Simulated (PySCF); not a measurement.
# Magnetic susceptibility: `[H]/N=C\C(C)C`, C4H9N

Geometry:
| atom | x (Å) | y (Å) | z (Å) |
| --- | --- | --- | --- |
| C1 | -1.310 | -0.718 | 0.059 |
| C2 | -0.008 | -0.011 | -0.322 |
| C3 | -0.108 | 1.491 | -0.048 |
| C4 | 1.127 | -0.589 | 0.479 |
| N5 | 2.155 | -1.173 | 0.068 |
| H6 | -2.140 | -0.313 | -0.515 |
| H7 | -1.521 | -0.579 | 1.117 |
| H8 | -1.238 | -1.785 | -0.141 |
| H9 | 0.189 | -0.169 | -1.390 |
| H10 | -0.918 | 1.927 | -0.629 |
| H11 | 0.820 | 1.992 | -0.317 |
| H12 | -0.304 | 1.671 | 1.007 |
| H13 | 1.035 | -0.480 | 1.557 |
| H14 | 2.221 | -1.264 | -0.947 |

Level of theory: GIAO HSE06/STO-3G magnetisability, non-relativistic, IEF-PCM dichloromethane (PySCF 2.14.0). Geometry: GFN2-xTB.

Task: How diamagnetic is it, and how anisotropic?

Result: Isotropic -847 × 10⁻³⁰ J/T², or -51.0 × 10⁻⁶ cm³/mol; principal values -1021, -842, -679 × 10⁻³⁰ J/T², anisotropy 297 × 10⁻³⁰ J/T² (root of half the summed squared differences of the principal values). The susceptibility is in cgs units.

Task: Split it along the inertial axes a, b, c into diamagnetic and paramagnetic parts about the centre of mass, with the quadrupole moment.

Result: 
| axis | χ (10⁻⁶ cm³/mol) | diamagnetic (10⁻⁶ cm³/mol) | paramagnetic (10⁻⁶ cm³/mol) | summed x² of all electrons (Å²) | quadrupole Θ (D Å) |
| --- | --- | --- | --- | --- | --- |
| a | -49.4 | -242.2 | 192.7 | 79.5 | -6.83 |
| b | -61.5 | -405.2 | 343.7 | 41.1 | +1.74 |
| c | -42.2 | -511.9 | 469.7 | 16.0 | +5.08 |

Anisotropies 2χaa − χbb − χcc = +4.8 and 2χbb − χaa − χcc = -31.4 × 10⁻⁶ cm³/mol. Θ is traceless in Buckingham's convention.
